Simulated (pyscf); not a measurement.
This saddle point was located with ωB97X-D3(BJ)/def2-SVP in PySCF.

```xyz
6

Zn     0.9071    -0.1308     0.1268
H      2.2802     0.9371    -0.0395
H      2.2316     0.3546     0.9272
Se    -0.9376    -0.7881    -1.0087
H      1.7583    -0.3831     1.6359
H     -1.3626    -1.7000     0.0594
```

Surface: singlet, charge 0. Lowest wavenumbers (cm⁻¹): 1640i, 243, 263, 276, 312.

### Question
What reaction is this the transition state of?

### Answer
HZn–SeH + H₂ ⇌ HZn–SeH + H₂, a concerted two-bond exchange read from left to right: H–Zn, H–H broken and H–Zn, H–H formed. At ωB97M-D3(BJ)/def2-TZVP it lies +172.1 kJ/mol from the left side and +172.1 kJ/mol from the right (each side as separated species at their lowest minima found). At the saddle there is also a short H–Zn contact that neither side keeps. One saddle was located; it need not be the lowest between these sides. Elements up to Kr have no core potential and no relativistic terms here.
